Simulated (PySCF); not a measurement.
C₃H₆Cl₂O.
Cartesian coordinates in Å at the GFN2-xTB level; atoms count from 1:
```xyz
12
C3H6Cl2O angstrom
C     -0.9718   -1.0634    0.0108
C     -0.1525    0.1552    0.4201
O     -0.9864    1.2775    0.3337
C      1.0567    0.3392   -0.5101
Cl     2.1605   -1.0399   -0.4167
Cl     1.9426    1.8215   -0.0529
H     -0.3847   -1.9708    0.1055
H     -1.8432   -1.1267    0.6554
H     -1.3086   -0.9504   -1.0159
H      0.2214    0.0254    1.4486
H     -0.4770    2.0711    0.5450
H      0.7442    0.4607   -1.5496
```

Method: TDDFT CAM-B3LYP/def2-SVPD, vertical, gas phase, core orbitals frozen in the response (PySCF).

Transition dipole moments from the ground state, in atomic units and in the frame of the coordinates above (overall signs are arbitrary), for the states with f of 0.002 or more among the lowest 8:

```csv
state,E (eV),μx,μy,μz
S1,7.074,-0.074,-0.132,0.038
S2,7.264,-0.033,0.268,0.060
S3,7.467,0.086,-0.116,-0.048
S4,7.682,-0.230,0.068,0.010
S5,7.810,0.018,-0.126,-0.073
S8,8.479,-0.072,-0.238,0.032
```

**Question.** Work out the oscillator strengths.

**Answer.** f = (2/3) ΔE |μ|² with ΔE in hartree (27.2114 eV).

| state | \|μ\|² (au) | \|μ\| (D) | f |
| --- | --- | --- | --- |
| S1 | 0.024 | 0.40 | 0.004 |
| S2 | 0.077 | 0.70 | 0.014 |
| S3 | 0.023 | 0.39 | 0.004 |
| S4 | 0.057 | 0.61 | 0.011 |
| S5 | 0.022 | 0.37 | 0.004 |
| S8 | 0.063 | 0.64 | 0.013 |

**Question.** What angle do the transition dipoles of S2 and S4 make?

**Answer.** |cos θ| = |μa·μb| / (|μa| |μb|) = 0.40, so θ ≈ 66° (taken between 0 and 90°, since the signs are arbitrary).

On an Arm Neoverse N1 with one thread, no GPU, on a shared host, this took 57 s wall.

One conformer stands for the species.

Without π bonds the low states may be Rydberg-like; a valence basis with one diffuse set may place them up to an eV too high.
